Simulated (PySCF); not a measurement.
**Core-level binding energies of BH2F**

Compound: BH2F.
SMILES with atom numbers: `[BH2:1][F:2]`

Level of theory: delta-SCF UKS SCAN, pcX-2 on the ionised atom, pcseg-1 elsewhere, spin-free X2C in PySCF 2.14.0. Each binding energy is the total energy of the core-ionised species, with the hole localised on one atom, minus that of the ground state; both are solved self-consistently, so orbital relaxation is included.

Q: List the computed XPS lines with their assignment.

A: 
```
atom(s)             environment  level  binding energy (eV)  count
     F2    boron-bound fluorine   F 1s               693.87      1
     B1  three-coordinate boron   B 1s               198.99      1
```

Q: Express the binding energy of B 1s of B1 in atomic units and per mole.

A: 198.99 eV = 7.3127 Eh = 19200 kJ/mol.

Q: Which effective nuclear charge Zeff reproduces each element's mean 1s value in the hydrogen-like formula E = 13.606 eV × Zeff²?

A: B (Z = 5): mean 199.0 eV, Zeff = 3.82, Z − Zeff = 1.18; F (Z = 9): mean 693.9 eV, Zeff = 7.14, Z − Zeff = 1.86. Means run over the listed sites, weighted by atom count.

Geometry: PBE0-D3(BJ)/def2-SVP; no solvent, vibrations or thermal averaging.
